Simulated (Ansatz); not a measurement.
Ansatz input

```yaml
crystal:
  lattice:
    - [0.0, 1.9848339943, 1.9848339943]
    - [1.9848339943, 0.0, 1.9848339943]
    - [1.9848339943, 1.9848339943, 0.0]
  atoms:
    - { symbol: Pt, position: [0.0, 0.0, 0.0], spin: 1.0, spin_axis: [0, 0, 1] }
hamiltonian:
  xc: pbe
  pseudopotentials:
    kind: paw_fr
    azcp:
      Pt: "pseudopotentials/Pt.paw.azcp"
basis:
  ecutwfc: 420
  fft_grid_basis: typed
kpoints:
  mp_grid: { grid: [14, 14, 14], shift: [0, 0, 0] }
magnetization:
  noncollinear: true
  spin_orbit: true
scf:
  occupations: { method: fermi_dirac, width: 0.05 }
```

and its output:

```
Engine: ansatz 0.2.0, aarch64-unknown-linux-gnu
Pseudopotentials: kind: paw_fr
Pseudopotential: Pt, paw_fr, valence charge 18, recommended cutoff 420 eV (normal) 
Functional definition: PBE
  parameter kappa = 0.804
  parameter beta = 0.06672455060314922
  exchange = pbe_x(kappa = kappa, mu = beta*pi^2/3)
  correlation = pbe_c(beta = beta)
Crystal: 1 atoms, lattice volume = 15.639 Å³
Basis set: ecut = 420 eV, 331 PW (Γ)
Bands: 26, of which v1, the nominal top of the filled ones, is band 18 counted from 1 (17 counted from 0)
Symmetry: 8 space group operations + 8 with time reversal
Magnetic group: BNS 139.537 (UNI 1197), of the structure as read, at distance tolerance 2.5e-5 Å
k-points: 244 of 2744 (time reversal used)
Projection manifold: j_resolved (fully-relativistic pseudo-atomic orbitals)
Non-local potential: Pt, projectors of the file, l = 0: 3, l = 1: 4, l = 2: 4, l = 3: 2
PAW form: soft (Blöchl's): semilocal exchange-correlation on the pseudo side does not see the compensation charge
PAW one-centre angular grid: Pt, 590 points (default); XC on 64 Gauss nodes
Initial density: superposition of atomic densities (chi_scale 0.1, normalization cell)
Starting moments: Σ|m| = 1 μB on 1 of 1 site
Initial wavefunctions: pseudopotential atomic-orbital guess
Functional: x = pbe(κ = 0.804, μ = 0.2195149727645171), c = pbe(β = 0.06672455060314922)
SCF iter   1: F=—  HF=-12557.930870 eV  |F-HF|=—  |Δ(HF+E_count)|=         —  Δρ=8.50e-2  dr2=1.11e0  dr2_m=2.13e-1  ethr=3.10e-3  |M|=4.18e-1 ∫|m|=4.25e-1 μB  |m|>n=0.0e0 m-floor=0.0e0 τ_xc=0.0e0 mc-row=0.0e0  β_m=0.30  ⟨swp⟩=6.0  Hψ=29365  notcnv=0  defer=46
SCF iter   2: F=—  HF=-12557.763864 eV  |F-HF|=—  |Δ(HF+E_count)|=   1.67e-1  Δρ=5.84e-2  dr2=5.06e-1  dr2_m=1.22e-1  ethr=3.10e-3  |M|=3.73e-1 ∫|m|=3.84e-1 μB  |m|>n=0.0e0 m-floor=0.0e0 τ_xc=9.8e-5 mc-row=0.0e0  β_m=0.30  ⟨swp⟩=2.0  Hψ=9384  notcnv=0  defer=649
SCF iter   3: F=—  HF=-12557.622131 eV  |F-HF|=—  |Δ(HF+E_count)|=   1.42e-1  Δρ=4.35e-2  dr2=9.31e-3  dr2_m=6.78e-2  ethr=2.81e-3  |M|=3.43e-1 ∫|m|=3.57e-1 μB  |m|>n=0.0e0 m-floor=0.0e0 τ_xc=1.4e-4 mc-row=0.0e0  β_m=0.30  ⟨swp⟩=2.0  Hψ=9275  notcnv=0  defer=653
SCF iter   4: F=—  HF=-12557.635611 eV  |F-HF|=—  |Δ(HF+E_count)|=   1.35e-2  Δρ=3.41e-2  dr2=2.17e-3  dr2_m=4.18e-2  ethr=5.17e-5  |M|=3.10e-1 ∫|m|=3.26e-1 μB  |m|>n=0.0e0 m-floor=0.0e0 τ_xc=1.7e-4 mc-row=0.0e0  β_m=0.30  ⟨swp⟩=2.5  Hψ=11013  notcnv=0  defer=655
SCF iter   5: F=—  HF=-12557.642948 eV  |F-HF|=—  |Δ(HF+E_count)|=   7.34e-3  Δρ=2.72e-2  dr2=1.50e-5  dr2_m=2.64e-2  ethr=1.21e-5  |M|=2.82e-1 ∫|m|=2.98e-1 μB  |m|>n=0.0e0 m-floor=0.0e0 τ_xc=1.8e-4 mc-row=0.0e0  β_m=0.30  ⟨swp⟩=2.4  Hψ=9703  notcnv=0  defer=655
SCF iter   6: F=—  HF=-12557.646620 eV  |F-HF|=—  |Δ(HF+E_count)|=   3.67e-3  Δρ=2.21e-2  dr2=6.39e-6  dr2_m=1.75e-2  ethr=8.34e-8  |M|=2.57e-1 ∫|m|=2.72e-1 μB  |m|>n=0.0e0 m-floor=0.0e0 τ_xc=1.8e-4 mc-row=0.0e0  β_m=0.30  ⟨swp⟩=2.0  Hψ=10185  notcnv=0  defer=656
SCF iter   7: F=—  HF=-12557.649139 eV  |F-HF|=—  |Δ(HF+E_count)|=   2.52e-3  Δρ=1.83e-2  dr2=3.99e-6  dr2_m=1.20e-2  ethr=3.55e-8  |M|=2.33e-1 ∫|m|=2.48e-1 μB  |m|>n=0.0e0 m-floor=0.0e0 τ_xc=1.7e-4 mc-row=0.0e0  β_m=0.30  ⟨swp⟩=2.0  Hψ=10193  notcnv=0  defer=656
SCF iter   8: F=—  HF=-12557.650945 eV  |F-HF|=—  |Δ(HF+E_count)|=   1.81e-3  Δρ=1.54e-2  dr2=5.26e-7  dr2_m=8.48e-3  ethr=2.22e-8  |M|=2.12e-1 ∫|m|=2.27e-1 μB  |m|>n=0.0e0 m-floor=0.0e0 τ_xc=1.5e-4 mc-row=0.0e0  β_m=0.30  ⟨swp⟩=2.0  Hψ=10246  notcnv=0  defer=656
Mixer restart at iter 8: flushing history
spin-set hold released at iteration 8 (site moments contracting): the magnetisation degrees of freedom join the quasi-Newton model from the next iteration; the mixer history was flushed
SCF iter   9: F=—  HF=-12557.652293 eV  |F-HF|=—  |Δ(HF+E_count)|=   1.35e-3  Δρ=1.32e-2  dr2=1.36e-6  dr2_m=6.20e-3  ethr=5.56e-10  |M|=1.93e-1 ∫|m|=2.07e-1 μB  |m|>n=0.0e0 m-floor=0.0e0 τ_xc=1.3e-4 mc-row=0.0e0  β_m=0.39  ⟨swp⟩=3.3  Hψ=16313  notcnv=0
SCF iter  10: F=—  HF=-12557.655748 eV  |F-HF|=—  |Δ(HF+E_count)|=   3.46e-3  Δρ=6.73e-3  dr2=4.73e-7  dr2_m=1.62e-3  ethr=2.92e-9  |M|=1.21e-1 ∫|m|=1.31e-1 μB  |m|>n=0.0e0 m-floor=0.0e0 τ_xc=6.4e-5 mc-row=0.0e0  β_m=0.82  ⟨swp⟩=3.0  Hψ=14732  notcnv=0  defer=663
SCF iter  11: F=—  HF=-12557.657605 eV  |F-HF|=—  |Δ(HF+E_count)|=   1.86e-3  Δρ=1.09e-3  dr2=1.06e-6  dr2_m=4.25e-5  ethr=2.63e-9  |M|=2.46e-2 ∫|m|=2.71e-2 μB  |m|>n=0.0e0 m-floor=0.0e0 τ_xc=4.0e-6 mc-row=0.0e0  β_m=0.91  ⟨swp⟩=4.0  Hψ=16166  notcnv=0  defer=663
SCF iter  12: F=—  HF=-12557.657683 eV  |F-HF|=—  |Δ(HF+E_count)|=   7.85e-5  Δρ=7.56e-5  dr2=3.23e-7  dr2_m=2.10e-7  ethr=2.63e-9  |M|=1.35e-3 ∫|m|=1.57e-3 μB  |m|>n=0.0e0 m-floor=0.0e0 τ_xc=4.5e-8 mc-row=0.0e0  β_m=0.93  ⟨swp⟩=3.2  Hψ=15682  notcnv=0  defer=662
SCF iter  13: F=—  HF=-12557.657684 eV  |F-HF|=—  |Δ(HF+E_count)|=   4.24e-7  Δρ=5.72e-5  dr2=5.00e-7  dr2_m=9.62e-9  ethr=5.56e-10  |M|=2.00e-4 ∫|m|=2.42e-4 μB  |m|>n=0.0e0 m-floor=0.0e0 τ_xc=2.6e-9 mc-row=0.0e0  β_m=0.72  ⟨swp⟩=3.0  Hψ=15198  notcnv=0
SCF iter  14: F=—  HF=-12557.657684 eV  |F-HF|=—  |Δ(HF+E_count)|=   1.64e-7  Δρ=9.46e-6  dr2=9.07e-10  dr2_m=3.73e-9  ethr=5.56e-10  |M|=6.24e-5 ∫|m|=8.77e-5 μB  |m|>n=0.0e0 m-floor=0.0e0 τ_xc=8.9e-10 mc-row=0.0e0  β_m=0.86  ⟨swp⟩=1.0  Hψ=16264  notcnv=0
SCF iter  15: F=-12557.657684 eV  HF=-12557.657684 eV  |F-HF|=7.28e-12  |Δ(HF+E_count)|=   4.95e-9  Δρ=4.43e-7  dr2=5.81e-12  dr2_m=1.79e-11  ethr=5.04e-12  |M|=1.66e-6 ∫|m|=2.87e-6 μB  |m|>n=0.0e0 m-floor=0.0e0 τ_xc=3.8e-13 mc-row=0.0e0  ⟨swp⟩=3.0  Hψ=14412  notcnv=0
WARN: the starting moments were not kept: the SCF closed with an absolute magnetisation of 2.8e-6 μB, where they sum to 1 μB in size (1 site). That is at most 0.1 of that sum. Measured as dr2_m measures the in/out step, that magnetisation stands 3.5e-12 eV from none, at or under the dr2_threshold of 1.0e-7 eV: it is no larger than a step whose dr2_m would equal this threshold. The system may hold no moment; this SCF shows only that its start led to no more than that. To try another start: raise the starting moments (crystal.atoms[].spin, magnetization.per_species, magnetization.initial_magnetization, or on a non-collinear deck that types none of these the spinor_matrix: blocks that start its atoms; where the total moment is fixed, keep their sum and leave initial_magnetization as it is; typed ones take the place of any that the run laid by itself, positive ones on a crystal's lanthanoids without a Hubbard term where scf.initial_density.shell_occupations: [] is typed) or, if the notice of its spin-set hold's release reads "site moments contracting" or "site moments show no strong build", lengthen the hold (scf.mixing.spin_hold: { on: { confirm: 4 } }; for m-r²SCAN on two components see the key's manual first). Each may lead to a state that holds a moment. A second SCF, from the converged charge density, with the starting moments and any scf.initial_density.shell_occupations laid on it anew, would have followed, and was not run: the deck does not ask for one (magnetization.retry_lost_moments is false, the default). To let it run, set magnetization.retry_lost_moments: true and run the deck again, where that key's refused combinations let it; where memory then withholds it, that run's warning says so.
SCF 1 converged in 15 iterations: F = -12557.657684 eV  dr2 = 5.81e-12
SCF converged after 15 iterations
Magnetization: |M| = 0.0000 μB,  M = (+0.0000, -0.0000, -0.0000) μB
Absolute magnetization: 0.0000 μB (∫|m|, with the PAW one-centre terms)
  site 0: m = (+0.0000, -0.0000, -0.0000) μB, |m| = 0.0000 μB  (R = 1.16 Å)
Free energy (F): -12557.657684 eV
Harris-Foulkes:  -12557.657684 eV  (|F-HF|=7.28e-12)
Internal energy: -12557.641495 eV  (E = F + TS)
E sigma→0 (E₀):  -12557.649590 eV
Entropy (-TS):   -0.016188 eV (-16.188 meV/atom)
Fermi energy:    22.367764 eV
--- Per-component energies (eV) ---
  E_band       = -150.514386
  E_kinetic    = 636.630680
  E_local      = -1503.116875  (includes V_loc(G=0)·N_el)
  E_nonlocal   = 187.993001
  E_hartree    = 557.016991
  E_xc         = -261.714316
  E_vxc        = -302.803951  (∫ρ·V_xc dr)
  E_paw        = -9480.194863  (= ΣΔE_a)
  E_vpaw       = -283.251363  (= ΣTr[D̂ρ^β])
  E_aug_tail   = 0.000171  (compensation charges beyond the density's cutoff)
  E_ewald      = -2694.256285
  E_smearing   = -0.016188  (= −TS)
  E_closure    = 0.000000  (closes the sum)
  Σ components = -12557.657684   (vs F -12557.657684, Δ=0.00e0)
```
